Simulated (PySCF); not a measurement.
PySCF single point, HF/STO-3G, density fitting, vacuum, on chloromethane, CH3Cl (SMILES CCl), charge 0, multiplicity 1.

```python
from pyscf import gto, scf, dft
mol = gto.M(atom='''
C     -0.718019     0.120129    -0.146538
Cl     1.059159     0.120722    -0.145750
H     -1.057836    -0.868431    -0.439165
H     -1.059159     0.361134     0.856008
H     -1.058209     0.868431    -0.856008
''', basis='STO-3G', charge=0, spin=0, verbose=3)
mf = scf.RHF(mol)
mf = mf.density_fit()
mf.max_cycle = 100
e = mf.kernel()
print('converged', mf.converged)
print('E_total', e)
print('nao', mol.nao)
print('HOMO', mf.mo_energy[mf.mo_occ > 0].max())
mf.dip_moment()
```

The program's output:

```
converged SCF energy = -493.722860342678
converged True
E_total -493.7228603426778
nao 17
HOMO -0.381093819492701
Dipole moment(X, Y, Z, Debye): -2.26936, -0.00045, -0.00072
```

The total energy is -13434.88 eV.
